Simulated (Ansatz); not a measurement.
`C#COCF` + H₂ → fluoromethane + `C#CO` at 298.15 K and 1 bar (hydrogenolysis of a C–O bond).

Gas-phase electronic energies from Ansatz, PBE0-D4/def2-TZVP geometries. CCSD(T)/CBS is the MP2 limit (def2-TZVPP, def2-QZVPP) plus CCSD(T) − MP2 in def2-TZVPP, frozen cores. This one scheme is used for every species. Each species was taken in one conformer, which may not be the lowest.

```tsv
species	CCSD(T)/CBS energy (Eh)	H − E (kJ/mol)	S (J/(mol·K))
`C#COCF`	-290.81386	158.1	309.5
H₂	-1.17544	35.1	130.4
`CF`	-139.63461	113.4	222.6
`C#CO`	-152.38380	96.3	247.0
```

H − E and S are ideal-gas, rigid-rotor, harmonic terms from PBE0-D4/def2-TZVP, for one conformer and one mirror image of each species. The MP2-based limit puts H₂ 0.8 mEh under its directly extrapolated value; such offsets cancel only in part. 1 Eh = 2625.50 kJ/mol, R = 8.31446 J/(mol·K).

Q: By hand: ΔE, ΔH, ΔS and ΔG.

A: ΔE = (-139.63461) + (-152.38380) − (-290.81386) − (-1.17544) = -0.02911 Eh = -76.4 kJ/mol. Δ(H − E) = 113.4 + 96.3 − 158.1 − 35.1 = 16.5, so ΔH = -59.9 kJ/mol. ΔS = 222.6 + 247.0 − 309.5 − 130.4 = 29.7 J/(mol·K). ΔG = -59.9 − 298.15 × (29.7)/1000 = -68.8 kJ/mol.

Q: By hand: the equilibrium constant, and the temperature at which ΔG would vanish if ΔH and ΔS stayed fixed.

A: log₁₀ K = −ΔG/(RT ln 10) = 12.1. ΔH and −TΔS have one sign here, so there is no such temperature.

ΔH outweighs TΔS. A doubt of 5 kJ/mol in ΔE shifts log₁₀ K by 0.9 here. Other conformers and mirror images would add mixing entropy, several J/(mol·K) or more a flexible species. Modes under 60 cm⁻¹, often nearly free rotors, make the harmonic entropy too high. These are equilibria of isolated gas molecules and say nothing of rates. Largest T1 diagnostic: 0.013 (customary marks: 0.02 for closed shells, 0.045 for open ones).
